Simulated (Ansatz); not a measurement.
## Loss of H2: how K changes with temperature for C3H5F3 ⇌ C3H3F3 + H2

Species: C3H5F3 (1,1,1-trifluoropropane) `CCC(F)(F)F`, singlet; C3H3F3 (3,3,3-trifluoropropene) `C=CC(F)(F)F`, singlet; H2 (hydrogen), singlet. 

The electronic reaction energy at CCSD(T)/CBS estimate is +176.1 kJ/mol. Shapes: PBE0-D4/def2-TZVP. Programs: Ansatz 0.2.0. Enthalpy and entropy come from rigid-rotor, harmonic-oscillator sums on unscaled PBE0-D4/def2-TZVP wavenumbers, ideal gases at 1 bar. Symmetry numbers: C3H5F3 1, C3H3F3 1, H2 2. R = 8.3145 J/(mol K).

| T (K) | ΔH (kJ/mol) | ΔS (J/(mol K)) |
| --- | --- | --- |
| 300 | +147.7 | +122.0 |
| 500 | +151.3 | +131.2 |
| 700 | ? | ? |

Q: Work out ln K at 300 and 500 K, and from these estimate it at 700 K.

A: 
1. 300 K: ΔG = +147.7 − 300 × (+122.0)/1000 = +111.1 kJ/mol; ln K = −ΔG/RT = -44.54.
2. 500 K: ΔG = +151.3 − 500 × (+131.2)/1000 = +85.7 kJ/mol; ln K = −ΔG/RT = -20.61.
3. Slope against 1000/T: (-20.61 − (-44.54))/(2.0000 − 3.3333) = -17.95, that is −ΔH/R with ΔH near +149 kJ/mol.
4. 700 K: ln K = -44.54 + (-17.95) × (1.4286 − 3.3333) = -10.35.

The full sums give ΔH = +153.3 kJ/mol, ΔS = +134.7 J/(mol K), ΔG = +59.0 kJ/mol and ln K = -10.14 at 700 K, so the line is off by -0.21 in ln K; without rounding the miss is -0.21, from the change of ΔH with temperature. The reactants are favoured over this whole range. The number of molecules rises, which sets the sign of ΔS, and lower pressure favours the products. An error of 10 kJ/mol in the energy moves ln K by 1.7 at 700 K. Soft modes are treated as harmonic, which can err either way at these temperatures; the lowest are those of C3H5F3 (105 cm⁻¹), C3H3F3 (91 cm⁻¹). The CBS estimate extrapolates MP2 from def2-TZVPP and def2-QZVPP and adds CCSD(T) − MP2 in the triple-zeta set, cores frozen; for H2 it overshoots the exact energy by about 1 mEh.
